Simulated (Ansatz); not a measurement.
Input file for Ansatz (a first-principles code): R-CCSD(T)/aug-cc-pVDZ on CH3F (SMILES CF).

Ansatz 0.2 input:
```yaml
crystal:
  periodic: [false, false, false]
  atoms:
    - {symbol: C, position_ang: [-0.63207400, 0.00000100, -0.00000000]}
    - {symbol: F, position_ang: [0.74911700, 0.00000200, -0.00000200]}
    - {symbol: H, position_ang: [-0.98318200, -0.33848900, 0.97262500]}
    - {symbol: H, position_ang: [-0.98322200, 1.01155300, -0.19317200]}
    - {symbol: H, position_ang: [-0.98320300, -0.67308400, -0.77943700]}
basis:
  gaussian:
    orbitals: aug-cc-pVDZ
magnetization: {spin_polarized: false}
correlation: {method: ccsd_t, electrons: outside_noble_gas}
scf: {lower_state_search: off}
```

Output:

```
WARN ansatz: RAYON_NUM_THREADS=2 ignored (pool sized by the plan → 2); use --threads N
Functional definition: HF
these checks for a lower state are left out or cut short: stability, starts, cluster_reference, orbital_swaps, neighbouring_geometries, increment
integrals: 0.05 GiB planned
698 factors; integrals over basis functions are off by at most 7.3e-4 eV
mean field: 0.11 GiB planned
mean field evaluation 1: about -3783.0260 eV, gradient 2.0e1 eV
mean field evaluation 2: about -3783.0264 eV, gradient 2.0e1 eV
mean field evaluation 4: about -3783.9355 eV, gradient 2.4e0 eV
mean field evaluation 8: about -3783.9493 eV, gradient 3.2e-5 eV
mean field -3783.94926563 eV, -139.0575706589 hartree, gradient 1.2e-6 eV, S^2 0.000000; 0 other end points of the search recorded, 0 dependent functions left out
2 core orbitals not correlated
reference -3783.94926563 eV, -139.0575706589 hartree; 7, 7 occupied and 64, 64 virtual orbitals, 698 factors
second order -9.76646700 eV of doubles, -0.00000000 eV of singles
coupled cluster: 0.18 GiB planned
cycle   1  -10.03220654 eV  change   -2.7e-1 eV  update   7.0e-2
cycle   2  -10.26474642 eV  change   -2.3e-1 eV  update   1.9e-2
cycle   3  -10.32693948 eV  change   -6.2e-2 eV  update   9.3e-3
cycle   4  -10.32474180 eV  change    2.2e-3 eV  update   1.6e-3
cycle   5  -10.32424451 eV  change    5.0e-4 eV  update   5.6e-4
cycle   6  -10.32449250 eV  change   -2.5e-4 eV  update   1.5e-4
cycle   7  -10.32449841 eV  change   -5.9e-6 eV  update   4.6e-5
cycle   8  -10.32448193 eV  change    1.6e-5 eV  update   1.5e-5
perturbative correction -0.24995876 eV, -0.0091858152 hartree
Total energy: -3794.52370633 eV, -139.4461741870 hartree
Checks for a lower state left out: stability, starts, cluster_reference, orbital_swaps, neighbouring_geometries, increment
```

Self-consistency was reached.

Cost: about 1.9 core-seconds (a rough figure).
